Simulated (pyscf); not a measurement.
## Four-centre exchange: H₂B–OH + methane (CH₄) → borane (BH₃) + methanol (H₃C–OH)

Gas phase, singlet surface, charge 0. Bonds broken: B1–O2, C6–H7. Bonds formed: B1–H7, O2–C6. PySCF, gas phase, ωB97X-D3(BJ)/def2-SVP geometries. Correlated levels are frozen-core, on RHF or UHF. ΔMP2 is the change of the MP2 total energy from the triple- to the quadruple-zeta basis.

Transition state (Å):

```xyz
10

B     -1.0429     0.1702    -0.5517
O      0.3891     0.5419    -0.1273
H     -1.6201     1.0140    -1.2245
H     -1.1141    -0.9738    -0.9874
H      1.0304     0.0802    -0.6851
C     -0.2327    -0.4245     1.4583
H     -1.5729     0.2330     0.6065
H      0.7358    -0.9272     1.3725
H     -0.2194     0.4527     2.1072
H     -1.0275    -1.1428     1.6798
```

One imaginary mode, 1099i cm⁻¹; descent along it reached the two sides named, in the forms told below.

| bond | change | reactant side (Å) | saddle | product side |
|---|---|---|---|---|
| B1–O2 | breaks | 1.353 | 1.539 | 1.667 |
| C6–H7 | breaks | 1.107 | 1.719 | 2.9 |
| B1–H7 | forms | 3.2 | 1.275 | 1.220 |
| O2–C6 | forms | 3.6 | 1.958 | 1.432 |

Electronic energies relative to the separated reactants (kcal/mol):

```csv
level,barrier,reaction energy,reverse barrier
ωB97X-D3(BJ)/def2-TZVP,103.6,+59.9,43.6
PBE/def2-TZVP,94.0,+62.0,32.0
r²SCAN/def2-TZVP,98.5,+62.6,35.9
B3LYP-D3(BJ)/def2-TZVP,101.6,+61.2,40.4
PBE0-D3(BJ)/def2-TZVP,99.6,+61.1,38.5
M06-2X/def2-TZVP,104.9,+60.8,44.1
ωB97M-D3(BJ)/def2-TZVP,102.6,+61.6,41.0
HF/def2-TZVP,124.3,+57.5,66.8
MP2/def2-QZVPP,107.7,+62.5,45.2
CCSD/def2-TZVPP,109.1,+60.4,48.7
CCSD(T)/def2-TZVPP,105.3,+61.0,44.2
CCSD(T)/def2-TZVPP + ΔMP2(QZVPP),105.3,+61.0,44.3
```

With CCSD(T)/def2-TZVPP + ΔMP2(QZVPP) energies and thermal terms (ideal gas, 1 atm, RRHO with modes under 100 cm⁻¹ raised to 100, one conformer, R ln 2 for chiral ones without a mode under 150 cm⁻¹), in kcal/mol:

```
T (K)    ΔH‡    ΔG‡     ΔH     ΔG
-----  -----  -----  -----  -----
298    104.4  114.0  +59.6  +58.9
600    104.7  123.6  +59.7  +58.1
900    105.4  133.0  +59.9  +57.3
1200   106.2  142.0  +60.0  +56.4
```

On the product side the descent ends in an adduct with a B–O contact, 20.6 kcal/mol under the separated species and 64.3 kcal/mol under the saddle at ωB97X-D3(BJ)/def2-TZVP. What is counted as broken (B–O) persists as a longer contact in the product adduct; parting that adduct is a step of its own. The same reactants have a lower exit, to H₃C–BH–OH + H₂ (barrier +45.0 kcal/mol at ωB97M-D3(BJ), against +102.6 kcal/mol here). This is the saddle that the search found; another between the same sides may lie lower. The CCSD(T) − MP2 part came from Ansatz, without density fitting, on the same reference.
